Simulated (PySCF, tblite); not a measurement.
# C₅H₆O: dynamics, then NMR shifts and electronic excitations on frames, part 2 of 2

tblite 0.8.0 and PySCF 2.14.0. Atoms count from 0. The steps go on from the part before.

**9. NMR shieldings: 800 fs, PBE0/pcSseg-1**

Job settings and geometry (Å):

```
{"job": {"kind": "nmr", "xc": "PBE0", "basis": "pcSseg-1", "pop": false}, "charge": 0, "multiplicity": 1}
C      1.847400     0.155800     2.454200
C      0.936700    -0.103600     1.730800
C     -0.254200    -0.031600     0.945900
C     -0.248400    -0.458200    -0.273800
O     -1.276500    -0.244000    -1.123600
C     -2.594400    -0.163700    -0.627000
H      2.706500    -0.087500     2.994300
H     -1.165400     0.483900     1.361500
H      0.571200    -0.906700    -0.809300
H     -3.230200    -0.256300    -1.480300
H     -2.771400    -0.956100     0.068400
H     -2.721300     0.869700    -0.157100
```

Level: GIAO PBE0/pcSseg-1 NMR shielding, non-relativistic, gas phase.

The program printed:

```text
coarse grid: 10240 points
cycle   1  E = -268.7807258021  dE =  9.407e-01  |g| = 5.406e-01  |ddm| = 3.181e+00
cycle   2  E = -268.7534683883  dE =  2.726e-02  |g| = 6.821e-01  |ddm| = 1.204e+00
cycle   3  E = -268.8378618916  dE = -8.439e-02  |g| = 1.354e-01  |ddm| = 6.918e-01
cycle   4  E = -268.8412119215  dE = -3.350e-03  |g| = 4.950e-02  |ddm| = 1.645e-01
cycle   5  E = -268.8417168785  dE = -5.050e-04  |g| = 2.193e-02  |ddm| = 4.891e-02
cycle   6  E = -268.8418263823  dE = -1.095e-04  |g| = 5.146e-03  |ddm| = 1.726e-02
cycle   7  E = -268.8418321360  dE = -5.754e-06  |g| = 2.214e-03  |ddm| = 6.155e-03
final grid: 99480 points
cycle   8  E = -268.8905716321  dE = -2.216e-05  |g| = 1.143e-02  |ddm| = 3.083e-02
cycle   9  E = -268.8905308832  dE =  4.075e-05  |g| = 1.852e-02  |ddm| = 2.203e-02
cycle  10  E = -268.8905963756  dE = -6.549e-05  |g| = 1.642e-03  |ddm| = 1.484e-02
cycle  11  E = -268.8905970479  dE = -6.723e-07  |g| = 2.490e-04  |ddm| = 1.578e-03
cycle  12  E = -268.8905970554  dE = -7.548e-09  |g| = 1.760e-04  |ddm| = 3.289e-04
cycle  13  E = -268.8905970624  dE = -7.004e-09  |g| = 5.755e-05  |ddm| = 1.537e-04
cycle  14  E = -268.8905970632  dE = -7.923e-10  |g| = 1.448e-05  |ddm| = 5.804e-05
converged SCF energy = -268.8905970632

GIAO shielding tensors (ppm)
atom      isotropic    diamagn.    paramagn.     s11        s22        s33       span
  0 C      102.019     265.996    -163.977     25.425     54.069    226.562    201.137
  1 C       94.149     259.764    -165.615    -12.766      3.073    292.140    304.905
  2 C       95.502     259.837    -164.336      6.037    113.999    166.469    160.432
  3 C       21.148     252.315    -231.167    -88.714     51.201    100.956    189.671
  4 O      223.782     396.804    -173.021     99.141    233.970    338.236    239.095
  5 C      128.449     246.457    -118.007     97.775    111.008    176.566     78.791
  6 H       29.474      31.802      -2.328     24.892     25.662     37.866     12.974
  7 H       25.656      30.931      -5.275     21.567     25.616     29.784      8.217
  8 H       24.610      31.661      -7.051     21.671     24.310     27.849      6.179
  9 H       27.862      28.222      -0.361     24.121     26.513     32.952      8.831
 10 H       28.968      29.410      -0.442     26.159     26.642     34.104      7.945
 11 H       26.778      28.195      -1.417     23.282     25.246     31.806      8.524
```

It took 11 s on 1 thread, shared host.

This run: δ C3 165.8, C1 92.8, C2 91.4, C0 84.9, H8 7.11, H7 6.06 ppm.

**10. Excited states and response: 800 fs, PBE0/def2-SVPD**

Same as in step 9 but for these lines:

```diff
@@ -1,2 +1,2 @@
-{"job": {"kind": "nmr", "xc": "PBE0", "basis": "pcSseg-1", "pop": false}, "charge": 0, "multiplicity": 1}
+{"job": {"kind": "uv", "xc": "PBE0", "basis": "def2-SVPD", "nstates": 5, "ntriplets": 0}, "charge": 0, "multiplicity": 1}
 C      1.847400     0.155800     2.454200
```

Method: TDDFT PBE0/def2-SVPD, vertical, gas phase, core orbitals frozen in the response.

The program printed:

```text
coarse grid: 10240 points
cycle   1  E = -268.6307107781  dE =  8.893e-01  |g| = 5.076e-01  |ddm| = 7.118e+00
cycle   2  E = -268.6017457329  dE =  2.897e-02  |g| = 6.547e-01  |ddm| = 2.537e+00
cycle   3  E = -268.6844309478  dE = -8.269e-02  |g| = 1.269e-01  |ddm| = 1.237e+00
cycle   4  E = -268.6874361585  dE = -3.005e-03  |g| = 4.806e-02  |ddm| = 3.251e-01
cycle   5  E = -268.6879343928  dE = -4.982e-04  |g| = 2.086e-02  |ddm| = 1.092e-01
cycle   6  E = -268.6880352850  dE = -1.009e-04  |g| = 5.195e-03  |ddm| = 3.798e-02
cycle   7  E = -268.6880415080  dE = -6.223e-06  |g| = 2.131e-03  |ddm| = 1.179e-02
final grid: 99480 points
cycle   8  E = -268.7357758465  dE = -2.497e-05  |g| = 1.038e-02  |ddm| = 1.259e-01
cycle   9  E = -268.7357387742  dE =  3.707e-05  |g| = 1.702e-02  |ddm| = 3.660e-02
cycle  10  E = -268.7357977719  dE = -5.900e-05  |g| = 1.596e-03  |ddm| = 2.039e-02
cycle  11  E = -268.7357984365  dE = -6.646e-07  |g| = 2.898e-04  |ddm| = 2.614e-03
cycle  12  E = -268.7357984484  dE = -1.185e-08  |g| = 1.998e-04  |ddm| = 7.683e-04
cycle  13  E = -268.7357984578  dE = -9.434e-09  |g| = 5.290e-05  |ddm| = 3.397e-04
cycle  14  E = -268.7357984585  dE = -6.798e-10  |g| = 1.476e-05  |ddm| = 1.424e-04
converged SCF energy = -268.7357984585

Static polarisability (au): isotropic 66.967, principal 44.275 53.412 103.215

Singlet excitations
state   eV       nm        f      main configurations
  1   5.2294    237.1   0.10898   H->L 0.58, H->L+1 0.22, H-1->L 0.08
  2   5.7986    213.8   0.07836   H->L+1 0.58, H-1->L 0.20, H->L 0.13
  3   6.0169    206.1   0.16441   H-1->L 0.67, H->L 0.19
  4   6.4758    191.5   0.01243   H->L+2 0.75, H->L+1 0.10
  5   6.7014    185.0   0.00750   H->L+3 0.90
```

Wall time 16 s (1 thread, shared host).

Key values: HOMO -6.61 eV, LUMO -0.42 eV; lowest singlet 5.23 eV.

**11. NMR shieldings: 1000 fs, PBE0/pcSseg-1**

Job settings and geometry (Å):

```
{"job": {"kind": "nmr", "xc": "PBE0", "basis": "pcSseg-1", "pop": false}, "charge": 0, "multiplicity": 1}
C      1.687000    -0.330700     2.919600
C      0.885800    -0.061700     2.037700
C     -0.215500    -0.046300     1.196200
C     -0.153100    -0.342300    -0.093100
O     -1.062100    -0.904300    -0.883200
C     -2.444600    -0.764800    -0.505000
H      2.433700    -0.238000     3.656200
H     -1.152400    -0.098400     1.735700
H      0.815800    -0.369100    -0.608400
H     -3.096400    -0.941100    -1.403300
H     -2.722500    -1.587600     0.128400
H     -2.631500     0.225000    -0.082100
```

Method: GIAO PBE0/pcSseg-1 NMR shielding, non-relativistic, gas phase.

The program printed:

```text
coarse grid: 10240 points
cycle   1  E = -268.7878449236  dE =  8.848e-01  |g| = 5.097e-01  |ddm| = 3.169e+00
cycle   2  E = -268.7664507259  dE =  2.139e-02  |g| = 6.263e-01  |ddm| = 1.189e+00
cycle   3  E = -268.8411486617  dE = -7.470e-02  |g| = 1.097e-01  |ddm| = 6.568e-01
cycle   4  E = -268.8431614020  dE = -2.013e-03  |g| = 4.931e-02  |ddm| = 1.226e-01
cycle   5  E = -268.8436640824  dE = -5.027e-04  |g| = 2.162e-02  |ddm| = 4.860e-02
cycle   6  E = -268.8437750397  dE = -1.110e-04  |g| = 3.580e-03  |ddm| = 1.623e-02
cycle   7  E = -268.8437769854  dE = -1.946e-06  |g| = 2.349e-03  |ddm| = 5.277e-03
final grid: 99480 points
cycle   8  E = -268.8917078023  dE = -1.127e-05  |g| = 1.319e-02  |ddm| = 3.762e-02
cycle   9  E = -268.8916399767  dE =  6.783e-05  |g| = 2.275e-02  |ddm| = 2.641e-02
cycle  10  E = -268.8917410652  dE = -1.011e-04  |g| = 1.854e-03  |ddm| = 1.823e-02
cycle  11  E = -268.8917419478  dE = -8.826e-07  |g| = 2.893e-04  |ddm| = 1.794e-03
cycle  12  E = -268.8917419626  dE = -1.479e-08  |g| = 1.460e-04  |ddm| = 3.794e-04
cycle  13  E = -268.8917419671  dE = -4.517e-09  |g| = 6.548e-05  |ddm| = 1.490e-04
cycle  14  E = -268.8917419681  dE = -9.996e-10  |g| = 1.896e-05  |ddm| = 5.997e-05
converged SCF energy = -268.8917419681

GIAO shielding tensors (ppm)
atom      isotropic    diamagn.    paramagn.     s11        s22        s33       span
  0 C       96.507     262.705    -166.198     25.408     59.368    204.746    179.338
  1 C       96.519     256.309    -159.790    -13.022      5.533    297.046    310.068
  2 C      101.844     258.381    -156.537     19.755    115.744    170.033    150.277
  3 C       18.348     252.726    -234.378    -88.988     42.122    101.910    190.898
  4 O      204.682     395.490    -190.808     84.507    207.303    322.237    237.731
  5 C      127.932     243.370    -115.438     98.653    101.818    183.323     84.670
  6 H       28.821      31.928      -3.107     24.913     25.239     36.311     11.398
  7 H       26.878      30.731      -3.853     22.612     26.903     31.120      8.508
  8 H       24.514      31.232      -6.718     21.339     24.582     27.620      6.281
  9 H       26.947      26.254       0.694     23.506     25.353     31.983      8.477
 10 H       28.028      28.597      -0.569     24.751     26.318     33.015      8.264
 11 H       28.180      28.534      -0.354     24.860     26.631     33.048      8.188
```

It took 12 s on 1 thread, shared host.

This run: δ C3 168.6, C0 90.4, C1 90.4, C2 85.1, H8 7.20, H7 4.84 ppm.

**12. Excited states and response: 1000 fs, PBE0/def2-SVPD**

Same as in step 11 but for these lines:

```diff
@@ -1,2 +1,2 @@
-{"job": {"kind": "nmr", "xc": "PBE0", "basis": "pcSseg-1", "pop": false}, "charge": 0, "multiplicity": 1}
+{"job": {"kind": "uv", "xc": "PBE0", "basis": "def2-SVPD", "nstates": 5, "ntriplets": 0}, "charge": 0, "multiplicity": 1}
 C      1.687000    -0.330700     2.919600
```

Method: TDDFT PBE0/def2-SVPD, vertical, gas phase, core orbitals frozen in the response.

The program printed:

```text
coarse grid: 10240 points
cycle   1  E = -268.6381724460  dE =  8.331e-01  |g| = 4.807e-01  |ddm| = 6.085e+00
cycle   2  E = -268.6151762561  dE =  2.300e-02  |g| = 6.009e-01  |ddm| = 2.441e+00
cycle   3  E = -268.6886751903  dE = -7.350e-02  |g| = 1.011e-01  |ddm| = 1.258e+00
cycle   4  E = -268.6903942574  dE = -1.719e-03  |g| = 4.747e-02  |ddm| = 2.341e-01
cycle   5  E = -268.6908743900  dE = -4.801e-04  |g| = 2.089e-02  |ddm| = 9.390e-02
cycle   6  E = -268.6909804505  dE = -1.061e-04  |g| = 3.565e-03  |ddm| = 3.535e-02
cycle   7  E = -268.6909826214  dE = -2.171e-06  |g| = 2.225e-03  |ddm| = 1.079e-02
final grid: 99480 points
cycle   8  E = -268.7380019616  dE = -1.524e-05  |g| = 1.218e-02  |ddm| = 1.060e-01
cycle   9  E = -268.7379387754  dE =  6.319e-05  |g| = 2.124e-02  |ddm| = 4.280e-02
cycle  10  E = -268.7380323050  dE = -9.353e-05  |g| = 1.778e-03  |ddm| = 2.634e-02
cycle  11  E = -268.7380331547  dE = -8.497e-07  |g| = 2.938e-04  |ddm| = 3.262e-03
cycle  12  E = -268.7380331707  dE = -1.601e-08  |g| = 1.600e-04  |ddm| = 8.156e-04
cycle  13  E = -268.7380331761  dE = -5.428e-09  |g| = 7.194e-05  |ddm| = 2.935e-04
cycle  14  E = -268.7380331774  dE = -1.255e-09  |g| = 1.830e-05  |ddm| = 1.378e-04
cycle  15  E = -268.7380331774  dE = -8.140e-11  |g| = 3.643e-06  |ddm| = 3.348e-05
converged SCF energy = -268.7380331774

Static polarisability (au): isotropic 69.798, principal 46.365 53.476 109.552

Singlet excitations
state   eV       nm        f      main configurations
  1   4.9979    248.1   0.15819   H->L 0.66, H-1->L 0.15
  2   5.5346    224.0   0.03095   H-1->L 0.75, H->L+1 0.12
  3   5.6371    219.9   0.16632   H->L+1 0.53, H->L 0.20, H->L+2 0.10
  4   6.1736    200.8   0.00720   H->L+2 0.64, H->L+1 0.21
  5   6.4567    192.0   0.00461   H->L+3 0.89
```

Run time: 16 s. Hardware: 1 thread, shared host.

This run: HOMO -6.34 eV, LUMO -0.58 eV; lowest singlet 5.00 eV.

**13. Side by side: NMR shifts**

Shifts (ppm) of some atoms, chosen among heavy atoms and hydrogens apart, with basis size and wall time:

```
  frame     C3    C2    C1    C5   H11   H10     O4  functions   time
 250 fs  175.7  96.6  80.7  54.2  4.18  3.71  132.1        132  9.6 s
 425 fs  167.2  84.7  91.8  49.0  2.85  2.85  126.0        132   10 s
 625 fs  169.7  85.7  89.3  59.4  3.10  4.58  140.7        132   10 s
 800 fs  165.8  91.4  92.8  58.5  4.94  2.75  112.3        132   11 s
1000 fs  168.6  85.1  90.4  59.0  3.54  3.69  131.4        132   12 s
```

**14. Run by run: electronic excitations**

Excitations and ground-state properties, with basis size and wall time:

```csv
frame,lowest singlet (eV),brightest (eV),f,gap (eV),α (Å³),μ (D),functions,time
250 fs,5.16,5.16,0.322,5.59,10.36,1.57,171,15 s
425 fs,5.25,5.25,0.346,5.74,10.30,1.82,171,16 s
625 fs,5.32,5.51,0.305,6.07,9.91,1.88,171,17 s
800 fs,5.23,6.02,0.164,6.19,9.92,1.67,171,16 s
1000 fs,5.00,5.64,0.166,5.76,10.34,2.15,171,16 s
```

**15. Summary of results**

The summary covers parts 1 to 2.

| quantity | value |
| --- | --- |
| thermostat | 300 K |
| mean temperature, second half | 299 K |
| mean potential energy above the minimum | 0.39 eV |
| ¹³C shifts against TMS (PBE0/pcSseg-1, 250 fs) | 175.7, 96.6, 92.9, 80.7, 54.2 ppm |
| ¹H shifts against TMS (PBE0/pcSseg-1, 250 fs) | 7.18, 6.27, 4.18, 3.79, 3.71, 1.84 ppm |
| ¹⁷O shifts against H2O (PBE0/pcSseg-1, 250 fs) | 132.1 ppm |
| lowest singlet (PBE0/def2-SVPD, 250 fs) | 5.16 eV (240 nm), f = 0.322 |
| range of the shift of O4 | 112.3 to 140.7 ppm |
| range of the lowest singlet | 5.00 to 5.32 eV |

In words: In the second half the potential energy averages 0.39 eV above the minimum; equipartition over 30 harmonic modes at 300 K would give 0.39 eV. With 12 atoms the temperature swings widely (196 to 400 K). Shifts at one fixed geometry are not the observed spectrum, which averages over the motion. In the first frame run (250 fs): The widest tensor belongs to C1: span 299 ppm, with a paramagnetic part of -146 ppm. The lowest singlet, at 5.16 eV, is HOMO→LUMO 0.82 and is bright. In ppm, O4 moves most: its shift spreads over 28.4 ppm, from 112.3 (800 fs) to 140.7 (625 fs). The lowest singlet runs from 5.00 eV (1000 fs) to 5.32 eV (625 fs), while the orbital gap spans 5.59 to 6.19 eV. The lowest state need not be the same one in every run.
